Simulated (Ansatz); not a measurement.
Rutile SnO2, treated with LDA in Ansatz (plane waves, PAW).

Run with plane-wave cutoff 520 eV, 6×6×8 k mesh (along the axes of the cell as run), scalar-relativistic PAW data made under PBE.

Computed at the level's own relaxed cell.

Hill averages of the elastic tensor: K = 207.7 GPa, G = 92.6 GPa. Volume 11.859 Å³/atom, mean atomic mass 50.236 u.

**Question.** Work out the density, the sound velocities of a polycrystal and the elastic Debye temperature at this level.

**Answer.** ρ = 1.66054 × 50.236/11.859 = 7.034 g/cm³. v_l = √[(K + 4G/3)/ρ] = 6.862 km/s and v_t = √(G/ρ) = 3.628 km/s. The mean follows from 3/v_m³ = 1/v_l³ + 2/v_t³: v_m = 4.055 km/s. Θ_D = (ħ/k_B) v_m (6π²/V)^(1/3) = 76.38 K Å s/km × 4.055 × 1.7092 Å⁻¹ = 529 K, counting all atoms of the cell.

Measured, for comparison: Voigt–Reuss–Hill shear modulus 102 GPa (temperature not stated, no zero-point or thermal correction, Hill average of measured single-crystal constants; as tabulated in Oses et al. (2018), arXiv:1811.08464). Computed less measured: Voigt–Reuss–Hill shear modulus -9 %.

Ansatz is a first-principles code.
